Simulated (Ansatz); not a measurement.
# C₃H₄: basis-set convergence

How large a basis does C₃H₄ need? Two functionals are run in growing sets.

Program: Ansatz 0.2.0, Gaussian basis. Level of theory: one geometry, several basis sets. These are calculated values, not measurements.

The runs, in order: PBE0-D4/def2-SVP; ωB97M-V/def2-SVP; PBE0-D4/def2-QZVPP; ωB97M-V/def2-QZVPP; the functionals' def2-TZVPP values are taken from earlier runs.

1 further run of the same task is left out (it didn't finish).

## 1. The geometry

The geometry comes from an earlier relaxation with PBE0-D4 in a triple-zeta def2 set; it is a stationary point, not always the lowest conformer.

SMILES `C1=CC1`, 7 atoms, charge 0, spin multiplicity 1.

Atoms are counted from 1 here; the program's logs count them from 0.

Bond lengths: C1–C2 1.287 Å, C1–C3 1.498 Å, C1–H4 1.076 Å, C2–C3 1.498 Å, C2–H5 1.076 Å, C3–H6 1.091 Å, C3–H7 1.091 Å. Angles: C2–C1–C3 64.6°, C2–C1–H4 149.8°, C3–C1–H4 145.6°, C1–C2–C3 64.6°, C1–C2–H5 149.8°, C3–C2–H5 145.6°, C1–C3–C2 50.9°, C1–C3–H6 119.6°, C1–C3–H7 119.6°, C2–C3–H6 119.6°, C2–C3–H7 119.6°, H6–C3–H7 113.6°.

## 2. PBE0-D4 in def2-SVP

File in.yaml:

```yaml
crystal:
  periodic: [false, false, false]
  atoms:
    - {symbol: C, position_ang: [-0.743404, -0.258001, -0.383048]}
    - {symbol: C, position_ang: [0.223607, 0.549093, -0.647398]}
    - {symbol: C, position_ang: [0.350067, -0.206998, 0.639851]}
    - {symbol: H, position_ang: [-1.686474, -0.700493, -0.654018]}
    - {symbol: H, position_ang: [0.678838, 1.273567, -1.300467]}
    - {symbol: H, position_ang: [0.179644, 0.307208, 1.586304]}
    - {symbol: H, position_ang: [1.059020, -1.032376, 0.713074]}
basis:
  gaussian: {orbitals: def2-SVP}
hamiltonian: {xc: pbe0, dispersion: d4}
output: {orbitals: {seedname: orbitals}}
```

Run with:

```sh
ansatz run in.yaml --threads 2 --pin off --events-out ev --progress --plain --max-ram 4352MiB
```

The runs that follow: ωB97M-V in def2-SVP; PBE0-D4 in def2-QZVPP; ωB97M-V in def2-QZVPP.

Before running them: what should the planned runs give, taken together? Wanted: PBE0-D4: double and triple zeta above quadruple; ωB97M-V: double and triple zeta above quadruple.

The runs gave:

| quantity | value |
| --- | --- |
| PBE0-D4: double and triple zeta above quadruple | 3.60, 0.18 eV |
| ωB97M-V: double and triple zeta above quadruple | 3.78, 0.17 eV |

**Reading.** For PBE0-D4 the step from double to triple zeta gains 3.43 eV and the next only 0.18 eV. These are total energies; as a rule much of such shifts cancels in differences, which this series doesn't test. The LUMO of ωB97M-V is positive and keeps falling with the basis (2.66 to 2.06 eV): an unbound level that the basis holds in place.
